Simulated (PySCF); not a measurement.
## Peak assignment

Structure with atom numbers: `[F:1]/[CH:2]=[CH:3]\[CH2:4][F:5]`. Each H is labelled by its parent atom.

PySCF 2.14.0 with density-fitted response routines calculation with PBE0-D3(BJ)/def2-SVP structure, J couplings at B3LYP/pcJ-1 and GIAO HF/pcSseg-2 shieldings; fast rotation and ring inversion assumed for equivalent nuclei, no solvent, one computed conformer, non-relativistic.

References, each an isolated molecule treated in the same way: 13C, 1H vs TMS.

Question: Assign these signals to the numbered atoms. 13C{1H} NMR (computed): δ 157.3 (CH, dd, J = 343.3, 10.1 Hz), 116.6 (CH, d, J = 19.9 Hz), 69.5 (CH2, dd, J = 232.9, 8.6 Hz).

Answer: 
| δ (ppm) | atoms | environment | reason |
| --- | --- | --- | --- |
| 157.3 | C2 | alkene CH | the olefinic region |
| 116.6 | C3 | alkene CH | – |
| 69.5 | C4 | allylic sp3 CH2 bonded to F | deshielded by the electronegative neighbour |

Question: Assign these signals to the numbered atoms. 1H NMR (500 MHz, computed): δ 6.57 (m, 1H), 5.24 (m, 1H), 4.80 (m, 2H).

Answer: 
```tsv
δ (ppm)	atoms	environment	reason
6.57	H(C2)	hydrogen on an alkene CH	olefinic region
5.24	H(C3)	hydrogen on an alkene CH	–
4.80	H(C4)	hydrogen on an allylic sp3 CH2 bonded to F	its carbon carries F, which withdraws density
```

Common functionals overestimate the size of one-bond C–F couplings by tens of Hz; these are unscaled. Multiplet labels drop couplings under 1 Hz and merge nearly equal ones. Unscaled 3J(H,H) at this level run about 10 % above measured values. Shifts are as computed, not scaled to solution data. Of 1211 compounds with measured shifts, 218 miss one by over three times the rms of a fit or turn the order of signals round; such compounds aren't used in these exercises. Couplings across =CH–CH2 type bonds come from one rotamer and its mirror image, and can be 1–2 Hz further off. Vicinal couplings across rotatable single bonds and in flexible rings belong to the one computed conformer; a conformer average would change them.
